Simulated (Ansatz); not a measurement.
# CH8AlN: the cost of one run

The runs use Ansatz 0.2.0, Gaussian basis; PBE0-D4/def2-SVP.

23 further runs of the same task are left out: 1 that didn't finish, 22 set aside as unsound or not needed.

## 1. Where the work starts

The first end: 11 atoms, charge 0, spin multiplicity 1.

Atoms are counted from 1 here; the program's logs count them from 0.

Bond lengths: Al1–N2 1.769 Å, Al1–H3 1.584 Å, Al1–H4 1.584 Å, N2–H7 1.007 Å, N2–H8 1.007 Å, H5–C6 1.093 Å, C6–H9 1.089 Å, C6–H10 1.092 Å, C6–H11 1.089 Å. Angles: N2–Al1–H3 117.9°, N2–Al1–H4 117.9°, H3–Al1–H4 124.1°, Al1–N2–H7 124.9°, Al1–N2–H8 124.9°, H7–N2–H8 110.3°, H5–C6–H9 108.9°, H5–C6–H10 111.3°, H5–C6–H11 108.9°, H9–C6–H10 108.8°, H9–C6–H11 110.2°, H10–C6–H11 108.8°.

As a file:

```xyz
11
charge 0, multiplicity 1
Al   -0.04019    0.19928   -1.42433
N     1.35302    1.22519   -1.05411
H     0.23387   -1.31372   -1.80309
H    -1.47164    0.87606   -1.45235
H     0.07743   -0.14333    1.24995
C    -0.73685   -0.82052    1.51942
H     1.30292    2.20669   -0.83427
H     2.31046    0.91326   -1.04121
H    -0.31508   -1.71827    1.96937
H    -1.32075   -1.10696    0.64226
H    -1.39320   -0.31749    2.22837
```

The second end:

```xyz
11

Al   -0.37797   -0.30428   -0.78102
N     1.20273    0.95436   -0.35042
H     0.43005   -1.41341   -1.61889
H    -1.27222    0.72844   -1.62896
H     1.92169    0.47916    0.18546
C    -1.00160   -0.79135    1.02769
H     0.89931    1.76413    0.18071
H     1.62589    1.28792   -1.21041
H    -0.23534   -1.31012    1.61463
H    -1.85897   -1.47077    0.97205
H    -1.33357    0.07609    1.60918
```

## 2. The band at PBE0-D4/def2-SVP

Input file neb/in.yaml:

```yaml
crystal:
  periodic: [false, false, false]
  atoms:
    - {symbol: Al, position_ang: [-0.040191, 0.199284, -1.424335]}
    - {symbol: N, position_ang: [1.353020, 1.225190, -1.054106]}
    - {symbol: H, position_ang: [0.233868, -1.313716, -1.803089]}
    - {symbol: H, position_ang: [-1.471635, 0.876062, -1.452353]}
    - {symbol: H, position_ang: [0.077426, -0.143335, 1.249953]}
    - {symbol: C, position_ang: [-0.736847, -0.820519, 1.519422]}
    - {symbol: H, position_ang: [1.302919, 2.206690, -0.834267]}
    - {symbol: H, position_ang: [2.310462, 0.913260, -1.041214]}
    - {symbol: H, position_ang: [-0.315076, -1.718268, 1.969368]}
    - {symbol: H, position_ang: [-1.320745, -1.106961, 0.642256]}
    - {symbol: H, position_ang: [-1.393201, -0.317490, 2.228365]}
basis:
  gaussian: {orbitals: def2-SVP}
hamiltonian: {xc: pbe0, dispersion: d4}
neb:
  images: 5
  climbing: true
  max_iterations: 40
  initial_path: idpp
  final_atoms:
    - {symbol: Al, position_ang: [-0.377972, -0.304277, -0.781025]}
    - {symbol: N, position_ang: [1.202725, 0.954360, -0.350422]}
    - {symbol: H, position_ang: [0.430052, -1.413406, -1.618889]}
    - {symbol: H, position_ang: [-1.272221, 0.728444, -1.628962]}
    - {symbol: H, position_ang: [1.921689, 0.479164, 0.185459]}
    - {symbol: C, position_ang: [-1.001600, -0.791346, 1.027693]}
    - {symbol: H, position_ang: [0.899313, 1.764134, 0.180705]}
    - {symbol: H, position_ang: [1.625893, 1.287921, -1.210412]}
    - {symbol: H, position_ang: [-0.235337, -1.310123, 1.614626]}
    - {symbol: H, position_ang: [-1.858971, -1.470766, 0.972046]}
    - {symbol: H, position_ang: [-1.333571, 0.076094, 1.609183]}
```

On the command line:

```console
> ansatz run in.yaml --threads 2 --pin off --events-out ev --progress --plain --max-ram 4352MiB
```

**Question.** How long does this run take on 2 threads of Arm Neoverse V1, shared host?

About 3.9 min.
